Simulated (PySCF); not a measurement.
**phosphorus monoxide: calculation against experiment**

**Measured values to compare with.**

Liu, Meijer, Perez-Rios, Phys. Chem. Chem. Phys. 22 (2020) 24191 lists, for the gas: dipole moment 1.88 D.

How close the calculation comes is told at the end.

Compound: phosphorus monoxide, PO (doublet state).
Numbering: `[O:1]=[P:2]`

Geometry (PBE0-D3(BJ)/def2-SVP, Å), atoms numbered from 1 in this order:
```
atom  x, y, z in Å
O1     0.7491   -0.0066   -0.0043
P2    -0.7435    0.0092   -0.0240
```

The PySCF runs (gas phase, on this PBE0-D3(BJ)/def2-SVP geometry; no spin–orbit coupling):

| level | job | basis functions | wall time |
| --- | --- | --- | --- |
| PBE0-D3(BJ)/def2-SVP, grid level 1 | geometry optimisation from a GFN2-xTB start | 32 | 3.1 s |

Hardware: one thread, x86-64 server (shared host).

**Comparison with experiment**

**Dipole moment.** Measured: 1.88 D (Liu, Meijer, Perez-Rios, Phys. Chem. Chem. Phys. 22 (2020) 24191).

| level | computed (D) | computed − measured (D) | % (from the printed values) |
| --- | --- | --- | --- |
| PBE0-D3(BJ)/def2-SVP | 2.08 | +0.20 | +11 |

The computed dipoles belong to one fixed geometry; measured ones are averaged over vibrations unless marked μe. Magnitudes are compared, not signs.

The geometry is computed, not the measured one. Where a level misses, the cause wasn't examined.
